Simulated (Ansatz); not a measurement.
# Al₂H₄S: vertical ionisation energy

An exercise on one series of results from a longer session: the logs are not shown, and one member is left open.

Program: Ansatz 0.2.0, Gaussian basis. Level of theory: unrestricted cation, the program's frozen cores in correlated methods. These are calculated values, not measurements.

The runs, in order: UKS PBE-D4/def2-TZVPP; UKS r2SCAN-D4/def2-TZVPP; UKS PBE0-D4/def2-TZVPP; UKS B3LYP-D4/def2-TZVPP; UKS wB97X-V/def2-TZVPP; UKS wB97M-V/def2-TZVPP; UKS B2PLYP/def2-TZVPP; UHF-CCSD(T)/def2-TZVPP; UHF-MP2/def2-QZVPP; extrapolation to the limit; then −ε(HOMO) from the neutral's earlier runs with LDA (SPW92), PBE-D4, revPBE-D4, BLYP-D4, r2SCAN-D4, B97M-V, PBE0-D4, B3LYP-D4, r2SCANh-D4, r2SCAN0-D4, HSE06-D4, BHLYP-D4, CAM-B3LYP-D4, LC-ωPBE, ωB97X-V, ωB97M-V.

**The relaxed structure**

An earlier PBE0-D4 in a triple-zeta def2 set relaxation fixed the geometry.

SMILES `[AlH2][S][AlH2]`, 7 atoms, charge 0, spin multiplicity 1.

Atoms are counted from 1 here; the program's logs count them from 0.

Bond lengths: Al1–S2 2.183 Å, Al1–H4 1.581 Å, Al1–H5 1.580 Å, S2–Al3 2.183 Å, Al3–H6 1.580 Å, Al3–H7 1.581 Å. Angles: S2–Al1–H4 120.5°, S2–Al1–H5 116.2°, H4–Al1–H5 123.3°, Al1–S2–Al3 101.4°, S2–Al3–H6 116.2°, S2–Al3–H7 120.5°, H6–Al3–H7 123.3°.

Set-up of the first run:

in.yaml reads:

```yaml
crystal:
  periodic: [false, false, false]
  atoms:
    - {symbol: Al, position_ang: [-1.436677, 0.374549, -0.794594]}
    - {symbol: S, position_ang: [-0.514276, 0.655043, 1.164193]}
    - {symbol: Al, position_ang: [1.409539, -0.337587, 0.881330]}
    - {symbol: H, position_ang: [-0.666336, -0.394292, -1.940672]}
    - {symbol: H, position_ang: [-2.885177, 0.978631, -0.976639]}
    - {symbol: H, position_ang: [2.385223, -0.335273, 2.123999]}
    - {symbol: H, position_ang: [1.769105, -1.009072, -0.503518]}
basis:
  gaussian: {orbitals: def2-TZVPP}
total_charge: 1
magnetization: {spin_polarized: true, initial_magnetization: 1}
hamiltonian: {xc: pbe, dispersion: d4}
```

The run is started by

```console
ansatz run in.yaml --threads 2 --pin off --events-out ev --progress --plain --max-ram 4352MiB
```

Among the steps run: Cation, UKS PBE-D4/def2-TZVPP; Cation, UKS r2SCAN-D4/def2-TZVPP; Cation, UKS PBE0-D4/def2-TZVPP; Cation, UKS B3LYP-D4/def2-TZVPP; Cation, UKS wB97X-V/def2-TZVPP; Cation, UKS wB97M-V/def2-TZVPP; Cation, UKS B2PLYP (frozen core)/def2-TZVPP; Cation, UHF-CCSD(T)/def2-TZVPP; Cation, UHF-MP2/def2-QZVPP.

One table of the session follows, with a row left open; its other results are not shown here.

It belongs to the step «Ionisation energies side by side». Orbital estimates, from the neutral's runs:

| functional | −ε(HOMO) (eV) |
| --- | --- |
| LDA (SPW92) | 7.14 |
| PBE-D4 | 7.06 |
| revPBE-D4 | 7.01 |
| BLYP-D4 | 6.85 |
| r2SCAN-D4 | 7.34 |
| B97M-V | 7.44 |
| PBE0-D4 | 8.16 |
| B3LYP-D4 | ? |
| r2SCANh-D4 | 7.75 |
| r2SCAN0-D4 | 8.35 |
| HSE06-D4 | 7.76 |
| BHLYP-D4 | 9.07 |
| CAM-B3LYP-D4 | 9.38 |
| LC-ωPBE | 10.79 |
| ωB97X-V | 10.44 |
| ωB97M-V | 10.29 |

**Question.** Estimate the row for B3LYP-D4.

Worked estimate for «−ε(HOMO) (eV)». Against the share of exact exchange, BLYP-D4 (0, 6.85), BHLYP-D4 (0.5, 9.07) give a slope of 4.44 per unit share; at 0.2 the line stands at 7.74.

As computed: −ε(HOMO) (eV): 7.89. In «−ε(HOMO) (eV)» the line misses by -0.15.
